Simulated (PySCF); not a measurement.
# C3H2F2: the cost of one run

Program: PySCF 2.14.0. Level of theory: levels as typed in each script, gas phase, geometry from GFN2-xTB. These are calculated values, not measurements.

## Step 1: Starting geometry

SMILES `FC1(F)C=C1`, 7 atoms, charge 0, spin multiplicity 1.

Bond lengths: F1–C2 1.357 Å, C2–F3 1.357 Å, C2–C4 1.465 Å, C2–C5 1.465 Å, C4–C5 1.317 Å, C4–H6 1.063 Å, C5–H7 1.063 Å. Angles: F1–C2–F3 106.5°, F1–C2–C4 122.3°, F1–C2–C5 122.3°, F3–C2–C4 122.3°, F3–C2–C5 122.3°, C4–C2–C5 53.4°, C2–C4–C5 63.3°, C2–C4–H6 146.7°, C5–C4–H6 150.0°, C2–C5–C4 63.3°, C2–C5–H7 146.7°, C4–C5–H7 150.0°.

Coordinates:

```mol
C3H2F2
  3D, bonds by distance, orders not assigned

  7  7  0  0  0  0  0  0  0  0999 V2000
    0.9378    1.0873   -0.0002 F   0  0
    0.1251   -0.0000    0.0001 C   0  0
    0.9378   -1.0873    0.0001 F   0  0
   -1.1835    0.0001    0.6586 C   0  0
   -1.1835   -0.0001   -0.6586 C   0  0
   -1.7150    0.0006    1.5788 H   0  0
   -1.7150   -0.0006   -1.5789 H   0  0
  1  2  8  0
  2  3  8  0
  2  4  8  0
  4  5  8  0
  4  6  8  0
  5  7  8  0
  2  5  8  0
M  END
```

## Step 2: Response to an electric field (HF/def2-svpd)

File input.py:

```python
import numpy as np
from pyscf import gto, scf, dft
from pyscf.scf import atom_ks, atom_hf
from scipy.linalg import block_diag

def solve(mol, dm0=None, hcore=None):
    mf = scf.UHF(mol) if mol.spin else scf.RHF(mol)
    mf = mf.density_fit(auxbasis='def2-universal-jkfit')
    mf.conv_tol, mf.max_cycle = 1e-8, 80
    if hcore is not None:
        mf.get_hcore = lambda *args: hcore
    mf.kernel(dm0)
    if not mf.converged:
        mf = mf.newton().run(mf.mo_coeff, mf.mo_occ, max_cycle=30)
    assert mf.converged, 'SCF not converged'
    return mf

mol = gto.M(atom='''
F      0.93782     1.08733    -0.00016
C      0.12514    -0.00003     0.00011
F      0.93782    -1.08732     0.00012
C     -1.18346     0.00010     0.65857
C     -1.18347    -0.00009    -0.65860
H     -1.71501     0.00063     1.57884
H     -1.71502    -0.00063    -1.57887
''', basis='def2-svpd', charge=0, spin=0, verbose=4)
field = np.array([-0.0, -0.004, -0.0])  # atomic units
mol.set_common_orig(mol.atom_charges() @ mol.atom_coords() / mol.atom_charges().sum())
mf = solve(mol)
out = dict(dm0=mf.make_rdm1(), d0=mf.dip_moment(unit='AU'), e0=mf.e_tot)
for name, sign in (('p', 1), ('m', -1)):
    h = mf.get_hcore() + sign * np.einsum('x,xij->ij', field, mol.intor('int1e_r'))
    mi = solve(mol, mf.make_rdm1(), h)
    out.update({'dm' + name: mi.make_rdm1(), 'd' + name: mi.dip_moment(unit='AU'), 'e' + name: mi.e_tot})
# spherically averaged free atoms, for the promolecule
atm = scf.atom_hf.get_atm_nrhf(mol)
pro = block_diag(*[(atm[a[0]][2] * atm[a[0]][3]) @ atm[a[0]][2].T for a in mol._atom])
np.savez('result.npz', pro=pro, **out)
```

The run is started by

```bash
$ OMP_NUM_THREADS=1 python input.py
```

What time and memory should one allow on 1 thread of Arm Neoverse V1, shared host?

About 3.1 s, with a peak of 0.21 GiB.
